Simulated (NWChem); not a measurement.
# Basis-set convergence for formamide (CH$_{3}$NO)

```xyz
6

N     -0.1950    -1.0788     0.0000
C     -0.3115     0.2767     0.0000
O      0.6121     1.0582     0.0000
H      0.7294    -1.4970     0.0000
H     -1.0089    -1.6799     0.0000
H     -1.3832     0.6024     0.0000
```
Charge 0, spin multiplicity 1.

All runs are NWChem calculations. Structure: optimised with B3LYP/def2-SVP, a minimum by its harmonic frequencies. It is one conformer; others weren't searched.

Quantity: LUMO energy at the level PBE.

The Pople sets run with spherical d functions.

```json
[
 {"basis": "3-21G", "functions": "33", "LUMO energy (eV)": "0.38"},
 {"basis": "def2-SVP", "functions": "57", "LUMO energy (eV)": "-0.17"},
 {"basis": "6-311G**", "functions": "72", "LUMO energy (eV)": "-0.29"},
 {"basis": "6-311++G**", "functions": "87", "LUMO energy (eV)": "-0.80"},
 {"basis": "aug-pcseg-1", "functions": "96", "LUMO energy (eV)": "-0.86"},
 {"basis": "cc-pVTZ", "functions": "132", "LUMO energy (eV)": "-0.47"},
 {"basis": "def2-TZVPP", "functions": "135", "LUMO energy (eV)": "-0.61"},
 {"basis": "def2-TZVPD", "functions": "141", "LUMO energy (eV)": "-0.80"},
 {"basis": "aug-cc-pVTZ", "functions": "207", "LUMO energy (eV)": "-0.84"},
 {"basis": "cc-pVQZ", "functions": "255", "LUMO energy (eV)": "-0.63"}
]
```

Smallest basis within 0.1 eV of cc-pVQZ, the largest set run: def2-TZVPP, with 135 functions against 255 and about 4 % of the time. cc-pVQZ isn't the basis-set limit itself, and a small set can land close by cancellation.
